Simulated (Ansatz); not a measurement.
From input file to script: C3H5NS, SMILES NC1=CSC1 in Ansatz 0.2.0.

```yaml
crystal:
  periodic: [false, false, false]
  atoms:
    - { symbol: "N", position_ang: [-1.474, 0.0638, -0.1049] }
    - { symbol: C, position_ang: [-0.2543, -0.1477, 0.0609] }
    - { symbol: C, position_ang: [0.4586, -1.13, 0.5975] }
    - { symbol: S, position_ang: [2.1634, -0.5246, 0.3462] }
    - { symbol: C, position_ang: [0.9725, 0.7022, -0.3673] }
    - { symbol: H, position_ang: [-2.263, -0.5022, 0.1892] }
    - { symbol: H, position_ang: [-1.848, 0.9485, -0.5697] }
    - { symbol: H, position_ang: [0.1867, -2.0349, 1.0815] }
    - { symbol: H, position_ang: [1.0446, 1.7089, 0.174] }
    - { symbol: H, position_ang: [1.0967, 0.8649, -1.4046] }
basis:
  gaussian: { orbitals: "6-31G*" }
hamiltonian:
  xc: { name: B97 }
```

On the command line:
```console
$ ansatz run input.yaml --threads 1 --pin off --max-ram 4096MiB --backend cpu --events-out ev --progress --plain --runs-dir out
Engine: ansatz 0.2.0, aarch64-unknown-linux-gnu
Functional definition: B97
  parameter cx = 0.1943
  parameter cx0 = 0.8094
  parameter cx1 = 0.5073
  parameter cx2 = 0.7481
  parameter css0 = 0.1737
  parameter css1 = 2.3487
  parameter css2 = -2.4868
  parameter cos0 = 0.9454
  parameter cos1 = 0.7471
  parameter cos2 = -4.5961
  exchange = spin_sum(e_x_unif_s*poly(b97_u_x, cx0, cx1, cx2)) + cx*exact_x
  correlation = spin_sum(e_c_pw_same_spin*poly(b97_u_same, css0, css1, css2))
      + integral(e_c_pw_opposite_spin*poly(b97_u_opposite, cos0, cos1, cos2))
897 factors; integrals over basis functions are off by at most 1.0e-3 eV
mean field evaluation 1: about -15505.0458 eV, gradient 5.5e1 eV
mean field evaluation 2: about -15499.7090 eV, gradient 7.1e1 eV
mean field evaluation 4: about -15511.7714 eV, gradient 3.7e0 eV
mean field evaluation 8: about -15512.0521 eV, gradient 1.6e-1 eV
mean field evaluation 16: about -15512.0522 eV, gradient 4.6e-5 eV
mean field -15512.05222161 eV, -570.0574046976 hartree, gradient 4.5e-5 eV, S^2 0.000000; 0 other end points of the search recorded, 0 dependent functions left out
reference -15512.05223875 eV, -570.0574053272 hartree; 23, 23 occupied and 66, 66 virtual orbitals, 897 factors
Total energy: -15512.05223875 eV, -570.0574053272 hartree
```

`energy.py`:
```python
'''Electronic structure of the C3H5NS molecule.'''

import ansatz as az

GEOMETRY = '''
N    -1.47400    0.06380   -0.10490
C    -0.25430   -0.14770    0.06090
C     0.45860   -1.13000    0.59750
S     2.16340   -0.52460    0.34620
C     0.97250    0.70220   -0.36730
H    -2.26300   -0.50220    0.18920
H    -1.84800    0.94850   -0.56970
H     0.18670   -2.03490    1.08150
H     1.04460    1.70890    0.17400
H     1.09670    0.86490   -1.40460
'''

geometry = az.Crystal.molecule()
for line in GEOMETRY.strip().splitlines():
    symbol, *xyz = line.split()
    geometry = geometry.atom(symbol, [float(v) for v in xyz])

calc = geometry.calculation().basis(gaussian='6-31G*').functional(az.LibraryFunctional('B97'))
trace = []
res = calc.session().plan().execute(on_event=trace.append)
data = res.report
for event in trace:
    if event['event'] == 'mean_field_evaluation' and event['data']['evaluation'] <= 25:
        print('pass {evaluation:3d}  E = {energy_ev:.6f} eV  gradient {gradient_ev:.1e}'.format(**event['data']))

print('reference energy %16.6f eV' % data['reference_energy_ev'])
print('total energy     %16.6f eV' % data['free_energy_ev'])
print('occupied orbitals outside the frozen core (up, down):', data['n_occupied'], ' frozen:', data['n_frozen'], ' virtual:', data['n_virtual'])

state = data['mean_field']['state']
print(f'mean field: {state["energy"]["hartree"]:.7f} Ha, <S^2> = {abs(state["spin_squared"]):.4f}, stability: {state.get("stability", {}).get("kind")}')
```

Running `python energy.py` prints:
```text
pass   1  E = -15505.045789 eV  gradient 5.5e+01
pass   2  E = -15499.708998 eV  gradient 7.1e+01
pass   3  E = -15511.609354 eV  gradient 8.1e+00
pass   4  E = -15511.771404 eV  gradient 3.7e+00
pass   5  E = -15511.799845 eV  gradient 1.5e+00
pass   6  E = -15511.804788 eV  gradient 4.5e-01
pass   7  E = -15512.049970 eV  gradient 8.7e-01
pass   8  E = -15512.052145 eV  gradient 1.6e-01
pass   9  E = -15512.052192 eV  gradient 9.7e-02
pass  10  E = -15512.052212 eV  gradient 1.9e-02
pass  11  E = -15512.052220 eV  gradient 2.0e-02
pass  12  E = -15512.052222 eV  gradient 5.9e-03
pass  13  E = -15512.052222 eV  gradient 1.8e-03
pass  14  E = -15512.052222 eV  gradient 2.3e-04
pass  15  E = -15512.052222 eV  gradient 2.4e-04
pass  16  E = -15512.052222 eV  gradient 4.6e-05
pass  17  E = -15512.052222 eV  gradient 4.5e-05
reference energy    -15512.052239 eV
total energy        -15512.052239 eV
occupied orbitals outside the frozen core (up, down): [23, 23]  frozen: 0  virtual: [66, 66]
mean field: -570.0574053 Ha, <S^2> = 0.0000, stability: minimum
```

Caveats:
- These settings explore the input space; basis and method may be short of convergence.
- The geometry is a force-field or estimated start, not a minimum of this method, and the basis set is short of its limit.
- Early passes use coarser integrals and grids, so their energies can't be compared with the last.
- Hardware and time: 6.3 s on 1 thread of Arm Neoverse V2, with other jobs on the host, peak memory 0.26 GiB.

(Lines on the test bed's own set-up are left out of the output.)
